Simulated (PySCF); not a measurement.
Gas-phase reaction: 2 SiHCl2 + 2 i-Si4H10 → 4 SiHCl + 3 Si2H6

Energies from PySCF, thermal terms from the rigid-rotor harmonic-oscillator model, ideal gas at 1 bar. † marks an energy on the PBE0/def2-TZVP geometry and frequencies; other levels use their own. Open shells (unrestricted): SiHCl2 (multiplicity 2); the rest are closed-shell singlets. B3LYP is the form with VWN-RPA correlation. SiHCl2, SiHCl: computed as isolated molecules; such fragments, hydroxides, amides, oligomers or adducts are transient or little studied in the gas.

M06-2X/def2-TZVP† gives ΔH°(298 K) = 456 kJ.

What do LDA/def2-TZVP†, B3LYP/def2-TZVP†, PBE0/def2-TZVP give?

LDA/def2-TZVP†: 571 kJ; B3LYP/def2-TZVP†: 408 kJ; PBE0/def2-TZVP: 524 kJ. For scale, ΔH°(298 K) is 456 kJ at this level, 428 kJ at ωB97M-V/def2-TZVP†, and runs from 363 to 571 kJ over the 17 levels computed.
